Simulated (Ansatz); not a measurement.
**Hafnium, hcp: convergence with Fermi-Dirac smearing**

Computed with Ansatz, LDA, scalar-relativistic PAW, on the relaxed cell (a = 3.118 Å, c = 4.948 Å (c/a = 1.587); spin not included). Errors count from a run at 420 eV on a Γ-centred 19×19×11 mesh with Fermi-Dirac smearing of 0.1 eV, extrapolated to zero width. Fixed here: cutoff 420 eV, mesh 12×12×7. The SCF starts from atomic densities corrected by a trained network.

```csv
width (eV),E(σ→0) error (meV/atom),F error (meV/atom),P (GPa),SCF iterations
0.01,1.2,1.1,0.12,6
0.03,1.2,-0.3,0.04,6
0.1,0.7,-13.6,0.02,6
0.2,4.9,-59.1,0.34,6
0.6,20.0,-638.5,4.70,7
1.0,-88.8,-1755.8,10.76,8
```

Question: What does the run at 0.3 give (width)?

Answer: E(σ→0) error (meV/atom): 14.7; F error (meV/atom): -143.8; P (GPa): 1.07; SCF iterations: 6.
